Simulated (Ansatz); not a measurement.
## How the elastic constant C12 of rock-salt KCl moves with the method

No measured value is used here.

```json
[
 {"level (code)": "LDA (Ansatz)", "value (GPa)": "(withheld)", "cell (Å³/atom)": "28.04"},
 {"level (code)": "PBE (Ansatz)", "value (GPa)": "6.3", "cell (Å³/atom)": "32.48"},
 {"level (code)": "r²SCAN (Ansatz)", "value (GPa)": "5.8", "cell (Å³/atom)": "31.15"},
 {"level (code)": "HSE06 (Ansatz)", "value (GPa)": "6.4", "cell (Å³/atom)": "31.93"}
]
```

### Question
Complete the blanks.

### Answer

- LDA (Ansatz, an electronic-structure program), value (GPa): 6.8

Each level is taken at its own relaxed cell. Cutoffs differ between the levels. Ansatz's density-functional and Hartree–Fock values are scalar-relativistic unless marked +SOC, with PAW data made under PBE.
